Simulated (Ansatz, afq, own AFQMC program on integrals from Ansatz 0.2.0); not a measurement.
Integrals from Ansatz 0.2.0, then the random walk in our own AFQMC program (afq).

```yaml
crystal:
  periodic: [false, false, false]
  atoms:
    - {symbol: Si, position_ang: [0.025157, -0.096377, 0.597723]}
    - {symbol: O, position_ang: [-0.094714, 0.094069, -1.040960]}
    - {symbol: H, position_ang: [0.079727, 1.161161, 1.408550]}
    - {symbol: H, position_ang: [0.722716, 0.031127, -1.540129]}
basis:
  gaussian: {orbitals: cc-pVDZ}
magnetization: {spin_polarized: true, initial_magnetization: 2}
correlation: {method: ccsd_t, electrons: outside_noble_gas, hamiltonian_folder: ham}
```

```sh
$ ansatz run in.yaml --threads 1 --pin off --events-out ev --progress --plain --max-ram 1382MiB
```

afq runs on the folder ham with

```
--method phaseless --trial cisd --walkers 60 --populations 1 --least-time 40 --time-step 0.005 --steps-per-block 50 --equilibration-blocks 28 --max-blocks 300 --target-error 0.00042 --factor-cut 1e-05 --start spin_pure --seed 4112 --release-times 0.24,0.51,0.99,1.62,2.4 --release-step 0.03 --release-every 4 --taylor-order 6
```

Times are imaginary, in 1/Eh. The walk had a cap of 1252 s.

Log:

```
orbitals 36  electrons 7 5  factors 271 of 399
reference energy -364.90745417 Eh
CCSD correlation -0.27376144 Eh in 12 cycles, weight of the determinant in the CISD state 0.8994
energy of the start -365.181062 Eh
 block  time / (1/Eh)  mean weight  energy / Eh
     1     0.250  1.0025  -365.179365
     2     0.500  1.0005  -365.181802
     3     0.750  0.9993  -365.180536
     4     1.000  1.0017  -365.183762
     5     1.250  1.0014  -365.180944
     7     1.750  1.0014  -365.188119
     9     2.250  0.9984  -365.190124
    17     4.250  0.9989  -365.187210
    33     8.250  0.9974  -365.181844
    49    12.250  0.9984  -365.183396
    65    16.250  0.9998  -365.188775
    81    20.250  0.9997  -365.184525
    97    24.250  0.9993  -365.182780
   113    28.250  1.0017  -365.182936
   129    32.250  0.9972  -365.180343
   145    36.250  0.9992  -365.194688
   161    40.250  1.0016  -365.199110
   177    44.250  0.9986  -365.187362
   193    48.250  1.0001  -365.191644
   209    52.250  1.0000  -365.185879
   225    56.250  0.9970  -365.192607
   241    60.250  1.0010  -365.195928
   257    64.250  1.0012  -365.191682
   265    66.250  0.9985  -365.199671
   273    68.250  1.0014  -365.193310
   289    72.250  1.0011  -365.184846
   305    76.250  1.0006  -365.188012
   321    80.250  1.0024  -365.187435
blocks merged  error / Eh  count
     1  0.000285  300
     2  0.000324  150
     4  0.000385  75
     8  0.000468  37
    16  0.000485  18
    32  0.000563  9
released: time / (1/Eh)  energy / Eh  error  mean overlap
  0.24  -365.188262  0.000673  1.0117
  0.51  -365.188549  0.000511  1.0096
  0.99  -365.188176  0.000424  1.0234
  1.62  -365.188226  0.000570  1.0496
  2.40  -365.189340  0.000958  1.0493
energy -365.188008 +/- 0.000485 Eh
(rows thinned)
```

The run passed its tests (sampling time, drift between the halves within three errors, error under three times the target), which doesn't prove that it has relaxed.

Against this walk (error 13.2 meV) on the same determinant: CCSD(T) 16.6 meV higher (within the noise), CCSDT(Q) 21.6 meV lower (within the noise). The error is statistical and leaves out the bias of the constraint. Released to 2.40 1/Eh the energy moves by -36 ± 29 meV (both errors), within twice the noise.

Cautions: constraint bias not in the error; error above the target (13.2 against 11.4 meV); lower spins were not checked.

The walk took 7.1 min on 1 thread of Arm Neoverse V2 (shared host). The log's last line is the phaseless energy.

CCSDT and higher add their correlation energy to the determinant of the CCSD(T) run, since their own runs factorise the integrals more tightly (a shift of under 2 meV).
